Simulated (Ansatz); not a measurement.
How close CCSD(T) comes to the exact answer in a basis

Each species is computed at the geometry given (Å), with frozen cores, in Ansatz 0.2.0: RHF-CCSD(T) for singlets, UHF-CCSD(T) otherwise, and full CI in the same basis. The program picks the determinant by trial CCSD, so it needn't be the lowest Hartree–Fock solution. States: N2 Σg⁺ or Δg, SiH2 A1, BH4⁺ Ag. Cases whose determinant has another symmetry than full CI's state, or whose (Q) step broke down, weren't drawn.

Task: Judging by size, spin and bonding and the diagnostics given, rank them by the size of CCSD(T)'s error in total energy against full CI in the same basis, smallest first (an estimate).
A. BH₄⁺, singlet, cc-pVDZ: B 0.000 0.000 0.000; H -0.016 0.861 0.850; H -0.021 -0.850 0.861; H 0.021 0.850 -0.861; H 0.016 -0.861 -0.850. T1 0.007, (T) -74 meV in a correlation energy of -3.69 eV
B. N₂, singlet, 6-31G: N 0.000 0.000 0.000; N 0.000 0.000 1.266. T1 0.016, (T) -339 meV in a correlation energy of -7.57 eV
C. SiH$_{2}$, singlet, cc-pVDZ: Si 0.000 -0.142 0.000; H 0.000 1.972 -2.158; H 0.000 1.972 2.158. T1 0.081, (T) -438 meV in a correlation energy of -5.93 eV

Result: A (20.1 meV), C (38.1 meV), B (85.6 meV).

| species | basis | correlated electrons | CCSD(T) − full CI (meV) | CCSDT(Q) − full CI (meV) | unpaired electrons (full CI) | T1 | ⟨S²⟩ of the determinant |
| --- | --- | --- | --- | --- | --- | --- | --- |
| BH4⁺, singlet | cc-pVDZ | 6 | 20.1 | 1.0 | 0.06 | 0.007 | 0.00 |
| SiH2, singlet | cc-pVDZ | 6 | -38.1 | -2.1 | 2.10 | 0.081 | 0.00 |
| N2, singlet | 6-31G | 10 | 85.6* | -9.8 | 0.21 | 0.016 | 0.00 |

Unpaired electrons are Σ n²(2−n)² over natural occupations; an open shell counts its own unpaired electrons too. Frozen cores follow each run's orbitals, which moves totals by a few meV. No single determinant describes SiH2, singlet well, by full CI's occupations. An asterisk marks runs whose energy the program itself flagged as in doubt.
